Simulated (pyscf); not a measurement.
## Concerted two-bond exchange: H₂P–Ga [singlet] + H₂O → O=Ga–PH₂ + H₂

Gas phase, singlet surface, charge 0. Bonds broken: O5–H6, O5–H7. Bonds formed: Ga1–O5, H6–H7. PySCF, gas phase, ωB97X-D3(BJ)/def2-SVP geometries.

Transition state (Å):

```xyz
7

Ga    -1.1984     1.0988     0.0833
P     -1.3842    -0.9979     1.1326
H     -1.7647    -1.5798    -0.1147
H     -2.7251    -0.7765     1.5597
O      0.0539     1.3776    -1.2205
H      1.1105     1.2611    -1.1626
H      1.2402     0.4997    -1.9091
```

One imaginary mode, 1434i cm⁻¹; descent along it reached the two sides named, in the forms told below.

```
bond    change  reactant side (Å)  saddle  product side
------  ------  -----------------  ------  ------------
O5–H6   breaks              0.965   1.065         2.346
O5–H7   breaks              0.969   1.629           3.1
Ga1–O5   forms              2.446   1.829         1.643
H6–H7    forms              1.550   1.074         0.763
```

Electronic energies relative to the separated reactants (eV):

```tsv
level	barrier	reaction energy	reverse barrier
ωB97X-D3(BJ)/def2-TZVP	3.54	+0.94	2.60
PBE/def2-TZVP	2.42	+0.71	1.71
r²SCAN/def2-TZVP	2.56	+0.65	1.91
B3LYP-D3(BJ)/def2-TZVP	2.90	+0.97	1.93
PBE0-D3(BJ)/def2-TZVP	2.99	+1.03	1.96
M06-2X/def2-TZVP	3.34	+1.08	2.27
ωB97M-D3(BJ)/def2-TZVP	3.49	+1.11	2.38
HF/def2-TZVP	4.79	+1.69	3.10
```

With ωB97M-D3(BJ)/def2-TZVP energies and thermal terms (ideal gas, 1 atm, RRHO with modes under 100 cm⁻¹ raised to 100, one conformer, R ln 2 for chiral ones without a mode under 150 cm⁻¹), in eV:

```
T (K)   ΔH‡   ΔG‡     ΔH     ΔG
-----  ----  ----  -----  -----
298    3.25  3.66  +0.93  +1.04
600    3.28  4.07  +0.97  +1.14
900    3.33  4.45  +1.01  +1.22
1200   3.39  4.81  +1.04  +1.28
```

On the reactant side the descent ends in a bound adduct, 0.44 eV under the separated species and 3.99 eV under the saddle at ωB97X-D3(BJ)/def2-TZVP. The same reactants have a lower exit, to HO–GaH–PH₂ (barrier +1.43 eV at ωB97M-D3(BJ)/def2-TZVP, against +3.49 eV here). O=Ga–PH₂ lies 0.72 eV over its isomer HO–Ga=PH (electronic energy, ωB97M-D3(BJ)/def2-TZVP). One saddle was located; it need not be the lowest between these sides. A restricted solution here is unstable towards spin polarisation, so biradical character is likely and single-reference numbers are less safe. Elements up to Kr have no core potential and no relativistic terms here.
